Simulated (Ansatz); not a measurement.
AsH2⁺, singlet: reading a ladder of total energies

Geometry: displaced at random from a stationary point.

```xyz
3

As    0.0033   -0.0279   -0.0002
H    -0.1616    1.0532   -1.0795
H    -0.0849    1.0207    1.0941
```

Basis cc-pVDZ; Ansatz 0.2.0. Only valence electrons are correlated (noble-gas cores and the filled d shells of p-block atoms frozen), which leaves 6 electrons in 23 orbitals. R marks a restricted (for open shells ROHF) determinant. No spin–orbit coupling is included, and no scalar relativity.

Full CI is exact within this basis and frozen core; it isn't the basis-set limit.

Runs differ by some tens of microhartree through their thresholds, so steps under 0.03 kcal/mol mean nothing.

```tsv
level	total energy (hartree)
RHF	-2234.982141
RMP2	-2235.071116
RCCSD	-2235.098001
RCCSD(T)	-2235.100116
RCCSDT	-2235.100614
RCCSDT(Q)	-2235.100708
RCCSDTQ	-2235.100730
full CI	-2235.100732
```

Question: What is the correlation energy at full CI, and what share of it do RMP2 and RCCSD recover?

Answer: E(corr) = -2235.100732 − (-2234.982141) = -0.118591 hartree = -3.227 eV. RMP2: -0.088975 / -0.118591 = 75.03 %. RCCSD: -0.115860 / -0.118591 = 97.70 %.

Question: By how many kcal/mol does RCCSD(T) miss full CI (1 hartree = 627.509 kcal/mol), and which steps make up the rest?

Answer: -2235.100116 − (-2235.100732) = 0.000616 hartree = 0.39 kcal/mol. Steps: RCCSDT − RCCSD(T) = -0.31, RCCSDT(Q) − RCCSDT = -0.06, RCCSDTQ − RCCSDT(Q) = -0.01, full CI − RCCSDTQ = 0.00 kcal/mol. That is within 1 kcal/mol of the reference in this basis, which itself misses far more of the correlation at the basis-set limit.
